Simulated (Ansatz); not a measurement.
# NH2O (quartet): wave-function methods side by side at distance O1–H3 along a hydrogen transfer = 1.201 Å, cc-pVDZ

One table from this session's results is given with a row withheld; the runs are named, their logs left out.

Program: Ansatz 0.2.0, Gaussian basis. Level of theory: cc-pVDZ, core rule «outside noble gas», up to 2 orbitals frozen. These are calculated values, not measurements.

Plan: UHF; CCSD(T) on ROHF; CCSD(T) on UHF; BCCD(T) on ROHF; CISD; CCSDT(Q) on ROHF; CCSDT(Q) on UHF; CASSCF and MRCISD+Q, 5 electrons in 5 orbitals; CASSCF and NEVPT2, 5 electrons in 5 orbitals; CASSCF and MRCISD+Q, 13 electrons in 10 orbitals; CASSCF and NEVPT2, 13 electrons in 10 orbitals.

6 further runs of the same task are left out: 6 that didn't finish.

## The geometry

The geometry derives from fragments relaxed apart (PBE0/def2-TZVP) and kept rigid, so it is no stationary point. A hydrogen atom is moved between rigid fragments.

4 atoms, charge 0, spin multiplicity 4.

Atoms are counted from 1 here; the program's logs count them from 0.

Bond lengths: O1–H2 0.960 Å, O1–H3 1.201 Å, H3–N4 1.040 Å. Angles: H2–O1–H3 105.1°, O1–H3–N4 180.0°.

Set-up of the first run:

Input file in.yaml:

```yaml
crystal:
  periodic: [false, false, false]
  atoms:
    - {symbol: O, position_ang: [-1.010189, -0.029165, 0.000000]}
    - {symbol: H, position_ang: [-1.259499, 0.897410, 0.000000]}
    - {symbol: H, position_ang: [0.190811, -0.029165, 0.000000]}
    - {symbol: N, position_ang: [1.230811, -0.029165, 0.000000]}
basis:
  gaussian: {orbitals: cc-pVDZ}
magnetization: {spin_polarized: true, initial_magnetization: 3}
hamiltonian: {xc: hf}
output: {orbitals: {seedname: orbitals}}
```

The run is started by

```
$ ansatz run in.yaml --threads 1 --pin off --events-out ev --progress --plain --max-ram 2393MiB
```

Steps of the session up to this table: UHF; CCSD(T) on ROHF; CCSD(T) on UHF; BCCD(T) on ROHF; CISD; CCSDT(Q) on ROHF; CCSDT(Q) on UHF; CASSCF and MRCISD+Q, 5 electrons in 5 orbitals; CASSCF and NEVPT2, 5 electrons in 5 orbitals; CASSCF and MRCISD+Q, 13 electrons in 10 orbitals; CASSCF and NEVPT2, 13 electrons in 10 orbitals.

One of the session's tables, all rows but one given; the rest of the session is left out.

| method | from UCCSDT(Q) (kJ/mol) |
| --- | --- |
| ROHF | +889.7 |
| UHF | +841.2 |
| RMP2 | +98.5 |
| UMP2 | +105.0 |
| CISD | +81.6 |
| RCCSD | +21.1 |
| UCCSD | +19.7 |
| RCCSD(T) | +4.2 |
| UCCSD(T) | +4.0 |
| BCCD(T) | +4.0 |
| RCCSDT | +2.1 |
| UCCSDT | ? |
| RCCSDT(Q) | +0.2 |
| UCCSDT(Q) | 0 |
| CASSCF valence | +702.9 |
| NEVPT2 valence | +112.0 |
| MRCISD valence | +48.6 |
| MRCISD+Q valence | +4.4 |

Estimate the missing values for UCCSDT.

**Answer.** from UCCSDT(Q) (kJ/mol): +1.8. In the column «from UCCSDT(Q) (kJ/mol)» it lies between RCCSDT(Q) (+0.2) and RCCSDT (+2.1).

Left out of the table: CASSCF pair, NEVPT2 pair, MRCISD pair, MRCISD+Q pair (the active space lost an orbital or holds another state than full CI finds).

Limits of these values: Restricted and unrestricted rows rest on different reference determinants; where their highest levels disagree by more than a few hundredths of an eV, they describe different states and don't form one ladder. Warnings in the runs' records: passed over end.
